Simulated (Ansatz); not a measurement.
**H$_{3}$Si–OH, singlet in cc-pVDZ: errors against RCCSDT(Q)**

Geometry: displaced at random from a stationary point.

```yaml
atoms:
  - { symbol: Si, position_ang: [0.0585, -0.0217, 0.5586] }
  - { symbol: O, position_ang: [-0.1064, 0.1081, -1.0732] }
  - { symbol: H, position_ang: [1.1738, -0.7672, 1.0598] }
  - { symbol: H, position_ang: [0.0534, 1.2889, 1.0902] }
  - { symbol: H, position_ang: [-1.2533, -0.8416, 0.9751] }
  - { symbol: H, position_ang: [0.0838, -0.7899, -1.6555] }
```

Basis cc-pVDZ; Ansatz 0.2.0. Correlated methods freeze the noble-gas cores, which leaves 14 electrons in 46 orbitals. R marks a restricted (for open shells ROHF) determinant.

Full CI isn't at hand for all of this; RCCSDT(Q) serves as the reference, and is uncertain by about the last step of the cluster series.

The UHF ⟨S²⟩ is 0.000 and the T1 diagnostic (RCCSD) is 0.0115. The largest doubles amplitude (RCCSD) is 0.029.

```json
{"level": "RHF", "E − E(RCCSDT(Q)) (meV)": "9173", "share of correlation (%)": "0.00", "wall time": "–"}
{"level": "RMP2", "E − E(RCCSDT(Q)) (meV)": "977", "share of correlation (%)": "89.35", "wall time": "–"}
{"level": "CISD", "E − E(RCCSDT(Q)) (meV)": "968", "share of correlation (%)": "89.45", "wall time": "6.5 s"}
{"level": "RCCSD", "E − E(RCCSDT(Q)) (meV)": "215", "share of correlation (%)": "97.66", "wall time": "–"}
{"level": "RCCSD(T)", "E − E(RCCSDT(Q)) (meV)": "37", "share of correlation (%)": "99.60", "wall time": "1.8 s"}
{"level": "BCCD(T)", "E − E(RCCSDT(Q)) (meV)": "36", "share of correlation (%)": "99.61", "wall time": "1.9 s"}
{"level": "RCCSDT", "E − E(RCCSDT(Q)) (meV)": "21", "share of correlation (%)": "99.77", "wall time": "–"}
```

The correlation energy at RCCSDT(Q), counted from RHF, is -9.173 eV. That run took 83 s on 1 thread of AMD EPYC 7R43, shared host.

Times hold each run's SCF and search for its determinant on a shared host, so for small cases they say little of a method's own cost; they ran on 1 thread of AMD EPYC 7R43.
